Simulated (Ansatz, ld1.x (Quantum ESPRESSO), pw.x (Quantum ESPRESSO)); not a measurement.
# sulfur: does the RRKJ potential hold in the solid?

ld1.x (Quantum ESPRESSO) 7.5 input, shortened:

```
&input
   title='S', zed=16., rel=1, dft='PBESOL', iswitch=3,
   config='[Ne] 3s2 3p4 3d-2'
 /
 &inputp
   pseudotype=2, tm=.false., rho0=0.005, lloc=-1, rcloc=1.25,
   nlcc=.false.
 /
3
3S  1  0   2.00   0.00  1.40  1.40  0.0
3P  2  1   4.00   0.00  1.60  1.60  0.0
3D  3  2  -2.00   0.35  1.65  1.65  0.0
 &test
   configts(1)='3s2 3p4'
 /
```

Crystal test: diamond S in pw.x 7.5, no spin, 8³ k-points, Fermi–Dirac smearing 0.01 Ry, cutoffs 100/400 Ry. The lattice is a test structure that the element need not adopt, and mesh and smearing are coarse.

pw.x input:

```
&control
  calculation='scf', prefix='x', pseudo_dir='./', outdir='./tmp', tstress=.true., disk_io='none'
/
&system
  ibrav=0, nat=2, ntyp=1, ecutwfc=100, ecutrho=400, nbnd=14,
  occupations='smearing', smearing='fd', degauss=0.01
/
&electrons
  conv_thr=1e-09, mixing_beta=0.4, electron_maxstep=70
/
ATOMIC_SPECIES
S 1.0 S.UPF
CELL_PARAMETERS angstrom
  0.00000000 2.84077245 2.84077245
  2.84077245 0.00000000 2.84077245
  2.84077245 2.84077245 0.00000000
ATOMIC_POSITIONS crystal
S 0.0000 0.0000 0.0000
S 0.2500 0.2500 0.2500
K_POINTS automatic
8 8 8 0 0 0
```

```bash
pw.x < S.scf.in > S.scf.out
```

**Question.** How does the run end?

**Answer.** It converges; the pressure is -0.26 GPa against 0.04 GPa from all-electron LAPW.  The log shows:

```
     charge density cutoff     =     400.0000  Ry
     scf convergence threshold =      1.0E-09
     Exchange-correlation= PBESOL
     number of k points=    29  Fermi-Dirac smearing, width (Ry)=  0.0100
     iteration #  1     ecut=   100.00 Ry     beta= 0.40
     total energy              =     -40.72301886 Ry
     estimated scf accuracy    <       0.00233728 Ry
     iteration #  2     ecut=   100.00 Ry     beta= 0.40
     total energy              =     -40.72286125 Ry
     estimated scf accuracy    <       0.00073944 Ry
     iteration #  3     ecut=   100.00 Ry     beta= 0.40
     total energy              =     -40.72288618 Ry
     estimated scf accuracy    <       0.00000166 Ry
     iteration #  4     ecut=   100.00 Ry     beta= 0.40
     total energy              =     -40.72288797 Ry
     estimated scf accuracy    <       0.00000017 Ry
     iteration #  5     ecut=   100.00 Ry     beta= 0.40
     total energy              =     -40.72288794 Ry
     estimated scf accuracy    <       0.00000016 Ry
     iteration #  6     ecut=   100.00 Ry     beta= 0.40
     total energy              =     -40.72288796 Ry
     estimated scf accuracy    <          6.7E-09 Ry
     iteration #  7     ecut=   100.00 Ry     beta= 0.40
     total energy              =     -40.72288796 Ry
     estimated scf accuracy    <          1.3E-09 Ry
     iteration #  8     ecut=   100.00 Ry     beta= 0.40
     the Fermi energy is     5.0773 ev
!    total energy              =     -40.72288796 Ry
     estimated scf accuracy    <          9.0E-11 Ry
     smearing contrib. (-TS)   =      -0.00757132 Ry
     The total energy is F=E-TS. E is the sum of the following terms:
     one-electron contribution =      -1.60414898 Ry
     hartree contribution      =       5.71186763 Ry
     xc contribution           =      -8.69886508 Ry
     ewald contribution        =     -36.12417022 Ry
     convergence has been achieved in   8 iterations
          total   stress  (Ry/bohr**3)                   (kbar)     P=       -2.56
     Message from routine punch:
     Nothing written, as per user request (disk_io='none')
```
